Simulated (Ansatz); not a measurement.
Energy needed to pull apart AlH$_{3}$O$_{2}$ (SMILES [OH][AlH][OH]), singlet, into free ground-state atoms, from the structure below (displaced at random from a GFN2-xTB minimum); no zero-point or spin–orbit terms; open-shell atoms are treated unrestricted, in their ground-state multiplicity.

O1  (-1.262, -0.308, -0.570)
Al2  (0.158, 0.247, -0.246)
O3  (1.095, -0.109, 1.080)
H4  (-2.242, -0.510, -0.854)
H5  (0.782, 0.925, -1.352)
H6  (1.518, -0.098, 1.832)
(Å)

Ansatz 0.2.0; basis: def2-TZVPP; cores frozen in the correlated methods.

```
   method  atomization energy (kJ/mol)
   PBE-D4                         2052
r2SCAN-D4                         2055
   B97M-V                         2059
  PBE0-D4                            ?
 HSE06-D4                            ?
  wB97M-V                         2059
       HF                         1422
      MP2                         2063
     CCSD                         1970
  CCSD(T)                         1999
```

Task: What does HSE06-D4 give? (To be estimated.)

Result: Computed: 2005 kJ/mol, which is about 6 kJ/mol more than CCSD(T)/def2-TZVPP.

Task: What does PBE0-D4 give? (Judge from chemistry; the value comes from the calculation.)

Result: The calculation gives: 2004 kJ/mol, which is about 5 kJ/mol more than CCSD(T)/def2-TZVPP.

In triple zeta the MP2 and coupled-cluster atomization energies are still short of their basis limit by a few kcal/mol a bond, whereas those of the functionals are nearly converged, so these differences are not deviations from converged CCSD(T).

The T1 diagnostic stays at or below 0.012.

For scale, one of the runs: CCSD(T)/def2-TZVPP forces, 146 basis functions (an equivalent command: `ansatz run in.yaml --threads 4`). The run took 37 s on 4 CPU threads (shared host), with 1.6 GiB of host memory at its peak.
